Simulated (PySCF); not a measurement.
# HCl₃, a complex of two parts: interaction energy

The task here is to estimate one member of a computed series from the others.

Computed with PySCF 2.14.0; each step states its level. No surroundings beyond the atoms listed, unless a continuum is named. Atoms count from 0, parts from 1.

## Starting point

4 atoms, charge 0, multiplicity 1; geometry: GFN2-xTB. Parts: 1 = atoms 0–1, `ClCl`, charge 0; 2 = atoms 2–3, `Cl`, charge 0.

The first run:

Job settings and geometry (Å):

```
{"job": {"xc": "PBE0", "basis": "def2-TZVPD", "d3": "d3bj", "grid": 3, "kind": "geom", "shake": 0.01}, "charge": 0, "multiplicity": 1, "parts": [{"atoms": "0-1", "charge": 0, "multiplicity": 1}, {"atoms": "2-3", "charge": 0, "multiplicity": 1}]}
Cl     1.006161    -0.131094     0.110908
Cl    -1.033774    -0.067249     0.067639
Cl    -0.472915     2.353432    -2.597858
H     -0.932352     1.575964    -1.716445
```

Run with:

```sh
$ OMP_NUM_THREADS=1 python cluster_run.py task.json out
```

This one command runs all jobs of the session in turn.

Among the steps run: Geometry optimisation at PBE0-D3(BJ)/def2-TZVPD; Coupled-cluster interaction energy: CCSD(T) and MP2, 2.58 Å; Coupled-cluster interaction energy: CCSD(T) and MP2, 2.71 Å; Coupled-cluster interaction energy: CCSD(T) and MP2, 2.84 Å; Coupled-cluster interaction energy: CCSD(T) and MP2, 2.46 Å; Coupled-cluster interaction energy: CCSD(T) and MP2, 3.23 Å; Coupled-cluster interaction energy: CCSD(T) and MP2, 2.33 Å; Coupled-cluster interaction energy: CCSD(T) and MP2, 3.88 Å; Coupled-cluster interaction energy: CCSD(T) and MP2, 5.17 Å.

One of the session's tables, all rows but one given; the rest of the session is left out.

It belongs to the step «Coupled-cluster interaction energy: CCSD(T) and MP2, 5.17 Å». 

```
                 method  interaction energy (kcal/mol)
         HF/aug-cc-pVDZ                         -0.077
        MP2/aug-cc-pVDZ                         -0.137
       CCSD/aug-cc-pVDZ                         -0.115
    CCSD(T)/aug-cc-pVDZ                         -0.122
         HF/aug-cc-pVQZ                              ?
        MP2/aug-cc-pVQZ                         -0.133
    SCS-MP2/aug-cc-pVQZ                         -0.115
      MP2, extrapolated                         -0.135
CCSD(T), limit estimate                         -0.120
```

**Question.** Estimate the row for HF/aug-cc-pVQZ.

As computed: interaction energy (kcal/mol): -0.062. In the column «interaction energy (kcal/mol)» it is the highest.
